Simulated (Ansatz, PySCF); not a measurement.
This PySCF input computes a CCSD(T)/cc-pVDZ energy:

```python
from pyscf import gto, scf, mp, cc as ccmod

mol = gto.M(
    atom='''
    C    -0.16649132    0.77560483    0.01113563
    O    -0.09158675   -0.73334912   -0.01012874
    H     0.83810554   -1.00422090   -0.01541851
    H     0.44817495    1.09642783    0.89008978
    H     0.44536144    1.12095706   -0.86045513
    ''',
    basis='cc-pvdz',
    charge=-1,
    spin=0,
    verbose=4,
)

mf = scf.RHF(mol)
mf.conv_tol = 1e-10
mf.max_cycle = 100
mf.kernel()
mp2 = mp.MP2(mf, frozen=2).run()
cc = ccmod.CCSD(mf, frozen=2)
cc.max_cycle = 100
cc.kernel()
et = cc.ccsd_t()
print(f'E(CCSD(T)) = {cc.e_tot + et:.9f}')
```

Write an input for the same energy in Ansatz (an electronic-structure program) and say what it gives.


Ansatz 0.2 input:
```yaml
crystal:
  periodic: [false, false, false]
  atoms:
    - {symbol: C, position_ang: [-0.16649132, 0.77560483, 0.01113563]}
    - {symbol: O, position_ang: [-0.09158675, -0.73334912, -0.01012874]}
    - {symbol: H, position_ang: [0.83810554, -1.00422090, -0.01541851]}
    - {symbol: H, position_ang: [0.44817495, 1.09642783, 0.89008978]}
    - {symbol: H, position_ang: [0.44536144, 1.12095706, -0.86045513]}
basis:
  gaussian:
    orbitals: cc-pVDZ
total_charge: -1
magnetization: {spin_polarized: false}
correlation: {method: ccsd_t, electrons: outside_noble_gas}
```
It gives -114.70973 Eh, and PySCF -114.70974 Eh, a difference of 0.01 mEh.

It need not be the lowest isomer of its formula. Whether it binds its extra electron was not tested at this geometry.
